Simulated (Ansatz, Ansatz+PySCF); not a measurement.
```csv
atom,x (Å),y (Å),z (Å)
S,0.0000,0.0000,0.0000
O,1.5568,0.0000,0.0000
O,-0.7784,1.3482,0.0000
O,-0.7784,-1.3482,0.0000
```

RHF-MP2 on singlet SO₃ was run in several spherical basis sets with Ansatz (development build ahead of 0.2.0). Frozen core: 8 orbitals. Caution for RHF-MP2: no unrestricted run beside it, a lower state can exist.

Q: Rank the basis sets by the total energy that they give, lowest first, with the distance from the lowest.
A. cc-pVDZ
B. cc-pVTZ
C. def2-TZVP
D. def2-SVP
E. 6-31G(d)

A: C (0.00 eV), B (0.39 eV), A (9.07 eV), E (10.28 eV), D (18.14 eV).

Totals follow the description of the cores as much as that of the bonds, so this order isn't one of quality for chemistry.
